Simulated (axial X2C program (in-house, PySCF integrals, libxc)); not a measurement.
# Working with the constants of LiC

A bond curve at the CCSD(T) level, 2c, was computed with an in-house all-electron X2C program for linear molecules (integrals from PySCF) (basis C dyall-v3z [7s6p2d1f], Li dyall-cv3z [7s8p2d] (cores contracted in-house)) for the state Ω = 3/2 (⟨Sz⟩ = 1.50, ⟨Lz⟩ = 0.00 at HF). Its fit gives Re = 1.8946 Å, ωe = 687.8 cm⁻¹, ωexe = 5.84 cm⁻¹ and αe = 1.477e-02 cm⁻¹; the masses are 12.0000 and 7.0160 u. Two-component means X2C with spin–orbit coupling and atomic mean-field Coulomb and Gaunt terms.

Correlated methods: 5 electrons correlated (number of frozen shells: C 1 s; Li 1 s), 143 virtual spin orbitals or spinors in MP2, 61 natural virtuals in coupled cluster.

(1) Find the reduced mass, Be and the force constant.

(2) Where do the fundamental and the first overtone lie?

(3) A Morse curve ties αe to the other constants (Pekeris). How well does that hold?

(4) Estimate De from a Morse curve and compare with the computed well depth of 2.555 eV to C + Li.

(5) Estimate the centrifugal constant by the Kratzer relation.

The state is a single determinant with fixed occupations, the lowest that a limited PBE0 search found. De is counted from the lowest determinant-based energies of the atoms at the same level, without counterpoise correction. Coupled cluster ran in a truncated set of natural virtual spinors; the MP2 energy of the rest was added. (T) has no such correction and the atoms are truncated less, which lowers De at CCSD(T) by a hundredth of an eV or more. The 2c atoms are single determinants rather than J levels; their spin–orbit lowering is only partly caught, and De is too large by that part. This holds for CCSD(T). With several unpaired electrons one determinant need not be a pure state. This is the top spin component of a Σ state; components of lower Ω are not single determinants and can lie lower.

Results:

(1) From the CCSD(T) values: μ = 4.4274 u. Be = 16.8576/(μ Re²) = 1.061 cm⁻¹. k = 5.8918×10⁻⁷ μ ωe² = 1.23 mdyn/Å.

(2) ν(1←0) = ωe − 2ωexe = 676.1 cm⁻¹; ν(2←0) = 2ωe − 6ωexe = 1340.6 cm⁻¹.

(3) αe(Morse) = 6Be²/ωe × (√(ωexe/Be) − 1) = 1.322e-02 cm⁻¹; the CCSD(T) curve gives 1.477e-02 cm⁻¹, a ratio of 0.89.

(4) De(Morse) = ωe²/(4ωexe) = 2.511 eV against 2.555 eV computed, a ratio of 0.98. For De the Morse form works well here.

(5) D = 4Be³/ωe² = 1.01e-05 cm⁻¹.
